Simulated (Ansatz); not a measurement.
# C4H6S: up Jacob's ladder to CCSD(T)

One table from this session's results is given with a row withheld; the runs are named, their logs left out.

Method: functionals in def2-TZVPP, the program's frozen cores in correlated methods; program: Ansatz 0.2.0, Gaussian basis.

The runs, in order: PBE-D4, r2SCAN-D4, PBE0-D4, B3LYP-D4, ωB97X-V, ωB97M-V, B2PLYP; CCSD(T)/def2-TZVPP; MP2/def2-QZVPP; extrapolation to the limit.

## The geometry

All runs share one geometry, relaxed beforehand with PBE0-D4 in a triple-zeta def2 set.

11 atoms, charge 0, spin multiplicity 1.

Atoms are counted from 1 here; the program's logs count them from 0.

Bond lengths: C1–C2 1.508 Å, C1–H6 1.092 Å, C1–H7 1.091 Å, C1–H8 1.094 Å, C2–C3 1.501 Å, C2–S5 1.860 Å, C2–H9 1.094 Å, C3–C4 1.334 Å, C3–H10 1.083 Å, C4–S5 1.761 Å, C4–H11 1.082 Å. Angles: C2–C1–H6 111.3°, C2–C1–H7 110.7°, C2–C1–H8 109.8°, H6–C1–H7 108.6°, H6–C1–H8 107.9°, H7–C1–H8 108.5°, C1–C2–C3 117.9°, C1–C2–S5 115.3°, C1–C2–H9 111.8°, C3–C2–S5 88.5°, C3–C2–H9 112.9°, S5–C2–H9 108.2°, C2–C3–C4 99.6°, C2–C3–H10 128.8°, C4–C3–H10 131.5°, C3–C4–S5 98.4°, C3–C4–H11 134.1°, S5–C4–H11 127.5° and more.

The first run:

in.yaml reads:

```yaml
crystal:
  periodic: [false, false, false]
  atoms:
    - {symbol: C, position_ang: [-1.254992, -0.008953, 0.832451]}
    - {symbol: C, position_ang: [0.106229, 0.435933, 0.361076]}
    - {symbol: C, position_ang: [1.007034, -0.594326, -0.256019]}
    - {symbol: C, position_ang: [1.145905, -0.067962, -1.473918]}
    - {symbol: S, position_ang: [0.127912, 1.352455, -1.257547]}
    - {symbol: H, position_ang: [-1.878960, 0.844332, 1.106645]}
    - {symbol: H, position_ang: [-1.765456, -0.577858, 0.053384]}
    - {symbol: H, position_ang: [-1.150729, -0.646784, 1.715718]}
    - {symbol: H, position_ang: [0.613718, 1.052354, 1.108854]}
    - {symbol: H, position_ang: [1.416794, -1.492521, 0.189220]}
    - {symbol: H, position_ang: [1.697845, -0.353470, -2.359164]}
basis:
  gaussian: {orbitals: def2-TZVPP}
hamiltonian: {xc: pbe, dispersion: d4}
output: {forces: true, orbitals: {seedname: orbitals}}
```

Launch:

```console
$ ansatz run in.yaml --threads 4 --pin off --events-out ev --progress --plain --max-ram 10444MiB
```

Among the steps run: PBE-D4 (GGA); r2SCAN-D4 (meta-GGA); PBE0-D4 (hybrid); B3LYP-D4 (hybrid); ωB97X-V (range-separated); ωB97M-V (range-separated); B2PLYP (double hybrid); CCSD(T) in def2-TZVPP; MP2 in def2-QZVPP.

One of the session's tables, all rows but one given; the rest of the session is left out.

It belongs to the step «Atomisation energies». 

```
            method  atomisation energy (kJ/mol)
            PBE-D4                       4616.8
         r2SCAN-D4                       4497.2
           PBE0-D4                       4534.6
          B3LYP-D4                       4469.3
           ωB97X-V                       4482.6
           ωB97M-V                            ?
            B2PLYP                       4427.1
     HF/def2-TZVPP                       3255.3
    MP2/def2-TZVPP                       4447.0
   CCSD/def2-TZVPP                       4278.2
CCSD(T)/def2-TZVPP                       4357.9
           MP2/CBS                       4558.5
       CCSD(T)/CBS                       4469.4
```

Q: Estimate the row for ωB97M-V from the others.

The run gave: atomisation energy (kJ/mol): 4493.4. In the column «atomisation energy (kJ/mol)» it lies between ωB97X-V (4482.6) and r2SCAN-D4 (4497.2).
